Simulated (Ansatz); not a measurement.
We consider rock-salt MgS, described by PBEsol in Ansatz (plane waves, PAW).

Run with plane-wave cutoff 520 eV, 12×12×12 k mesh, Fermi–Dirac smearing 0.01 eV, scalar-relativistic PAW data made under PBE.

The cell has the measured lattice parameters. Conventional cell: a = 5.2033 Å, b = 5.2033 Å, c = 5.2033 Å, α = 90.00°, β = 90.00°, γ = 90.00°.

```xyz
2
Lattice="0.0000 2.6016 2.6016 2.6016 0.0000 2.6016 2.6016 2.6016 0.0000" Properties=species:S:1:pos:R:3 pbc="T T T"
Mg     0.0000     0.0000     0.0000
S      2.6016     2.6016     2.6016
```

### Question
List the 5 lowest band energies at Γ above −25 eV (eV, relative to the valence band maximum), grouping those that round alike.

### Answer
At Γ: -12.68, 0.00 (×3), 3.59.

Note: cell and atoms aren't relaxed at this level (pressure -0.9 GPa).

Ansatz is a first-principles code.
